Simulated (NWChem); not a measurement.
System meant: CH5N anion, doublet; SMILES of the neutral closed-shell parent CN

Here is an NWChem input.

```
start job
memory heap 200 mb stack 900 mb global 1100 mb
charge -1
geometry units angstroms noautoz
  C     -0.000043     0.693231    -0.023108
  N      0.000278    -0.771813    -0.121918
  H     -0.888594     1.103783    -0.532687
  H      0.890701     1.103827    -0.528827
  H     -0.002254     1.076082     1.021159
  H     -0.818686    -1.119875     0.395001
  H      0.817829    -1.119650     0.397391
end
basis spherical
  * library def2-svp
end
dft
  odft
  mult 3
  xc b3lyp
  iterations 150
  mulliken
end
task dft energy
```

End of the output:

```
 Summary of "ao basis" -> "" (spherical)
 ------------------------------------------------------------------------------
       Tag                 Description            Shells   Functions and Types
 ---------------- ------------------------------  ------  ---------------------
 *                          def2-svp                  on all atoms

                                 NWChem DFT Module
                                 -----------------

 Summary of "ao basis" -> "ao basis" (spherical)
 ------------------------------------------------------------------------------
       Tag                 Description            Shells   Functions and Types
 ---------------- ------------------------------  ------  ---------------------
 C                          def2-svp                 6       14   3s2p1d
 N                          def2-svp                 6       14   3s2p1d
 H                          def2-svp                 3        5   2s1p

 Summary of "ao basis" -> "ao basis" (spherical)
 ------------------------------------------------------------------------------
       Tag                 Description            Shells   Functions and Types
 ---------------- ------------------------------  ------  ---------------------
 C                          def2-svp                 6       14   3s2p1d
 N                          def2-svp                 6       14   3s2p1d
 H                          def2-svp                 3        5   2s1p

      Symmetry analysis of basis
      --------------------------

        a'         34
        a"         19

  number of electrons :                   19
  multiplicity        :                    3
 ------------------------------------------------------------------------
  no. of electrons and multiplicity not compatible                  19
 ------------------------------------------------------------------------
 ------------------------------------------------------------------------
  current input line :
    23: task dft energy
 ------------------------------------------------------------------------
 ------------------------------------------------------------------------
 There is an error in the input file
 ------------------------------------------------------------------------
 For more information see the NWChem manual at https://nwchemgit.github.io

0: no. of electrons and multiplicity not compatible:Received an Error in Communication
```

**Question.** What is wrong, and how is it mended?

**Answer.** The input was rejected before any calculation. Cause: the multiplicity doesn't fit the number of electrons (an even count wants an odd multiplicity, and the reverse). This input runs:
```
start job
memory heap 200 mb stack 900 mb global 1100 mb
charge -1
geometry units angstroms noautoz
  C     -0.000043     0.693231    -0.023108
  N      0.000278    -0.771813    -0.121918
  H     -0.888594     1.103783    -0.532687
  H      0.890701     1.103827    -0.528827
  H     -0.002254     1.076082     1.021159
  H     -0.818686    -1.119875     0.395001
  H      0.817829    -1.119650     0.397391
end
basis spherical
  * library def2-svp
end
dft
  odft
  mult 2
  xc b3lyp
  iterations 150
  mulliken
end
task dft energy
```
It converges to -95.65779 Ha (B3LYP/def2-SVP, spin-unrestricted).
